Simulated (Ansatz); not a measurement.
## Ansatz (development build ahead of 0.2.0) run

```yaml
crystal:
  periodic: [false, false, false]
  atoms:
    - { symbol: C, position_ang: [0.04923, -0.00385, -1.11149] }
    - { symbol: Cl, position_ang: [-0.02383, 0.03202, 0.62587] }
    - { symbol: H, position_ang: [0.01623, -1.06776, -1.51417] }
    - { symbol: H, position_ang: [-0.84774, 0.51897, -1.47858] }
    - { symbol: H, position_ang: [0.9417, 0.53118, -1.45856] }
basis:
  gaussian: { orbitals: STO-3G }
hamiltonian:
  xc: hf
correlation:
  method: mp2
  frozen_orbitals: { C: 1, Cl: 5, H: 0 }
```

The input is written out in the form of the current development build from the run's settings.

Output:

* Converged: yes
* Reference energy: -493.71744 hartree
* Correlation energy: -0.06387 hartree
* Total energy: -493.78130 hartree
* Spin squared of the determinant: 0.000
